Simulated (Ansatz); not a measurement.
Compare A (`C1=CC1`) with its isomer B (`C#CC`).

Program: Ansatz. Geometries: PBE0-D4/def2-TZVP. ΔE: electronic, gas phase. CCSD(T)/CBS is frozen-core, at the limit of the def2 triple- and quadruple-zeta sets. Functionals use def2-TZVPP. B3LYP here is the variant with VWN-RPA as its local correlation; programs differ in this.

Q: Which isomer does CCSD(T)/CBS put lower? Give the gap. (An estimate is asked.)

A: Computed: B, by 23.4 kcal/mol.

Q: Give E(B) − E(A) in kcal/mol with PBE-D4, BLYP-D4, HF/def2-TZVPP, B2PLYP, CCSD/def2-TZVPP, CCSD(T)/def2-TZVPP, B3LYP. (An estimate is asked.)

A: The calculation gave: PBE-D4 -19.1, BLYP-D4 -24.2, HF/def2-TZVPP -26.9, B2PLYP -24.5, CCSD/def2-TZVPP -23.7, CCSD(T)/def2-TZVPP -23.4, B3LYP -23.8. None reverses the order clearly.

Q: Does the order hold for the free energy at 298.15 K (harmonic terms from PBE0-D4)? (Estimate.)

A: Computed: Yes: G(B) − G(A) = -23.6 kcal/mol.

Largest T1 diagnostic: 0.011.

In def2-TZVPP, CCSD(T) changes the Hartree–Fock value by +3.5 kcal/mol (the triples alone add +0.3 kcal/mol) and MP2 by +3.2 kcal/mol. Leaving LDA and LC-ωPBE aside and taking each functional with its dispersion term where it has one, the values spread over 5.6 kcal/mol, from B2PLYP to PBE0-D4. LDA lies +2.3 kcal/mol from PBE without D4.
